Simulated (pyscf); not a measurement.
`[CH3][Re](=[O])(=[O])=[O]` + `[CH4]` → `[CH3][Re]([CH3])(=[O])(=[O])[OH]` (addition across a multiple bond or ene-type step; singlet surface; C–H broken, C–Re, H–O formed). Single points on ωB97X-D3(BJ)/def2-SVP structures (PySCF, gas phase). Energies in eV from the separated reactants.

| level | barrier | reaction energy |
|---|---|---|
| ωB97X-D3(BJ)/def2-TZVP | 2.36 | +0.64 |
| PBE/def2-TZVP | 2.22 | +1.00 |
| r²SCAN/def2-TZVP | 2.23 | +0.87 |
| B3LYP-D3(BJ)/def2-TZVP | 2.42 | +0.85 |
| PBE0-D3(BJ)/def2-TZVP | 2.23 | +0.73 |
| ωB97M-D3(BJ)/def2-TZVP | 2.44 | +0.74 |

The functionals in the table span 0.22 eV in this barrier, from PBE to ωB97M-D3(BJ)/def2-TZVP. On the product side the descent ends in a point that may be a rotor saddle (no frequency run), 0.05 eV over the lowest minimum found and 1.67 eV under the saddle at ωB97X-D3(BJ)/def2-TZVP. This is the saddle that the search found; another between the same sides may lie lower. Elements past Kr carry the def2 core potentials, without spin-orbit coupling.
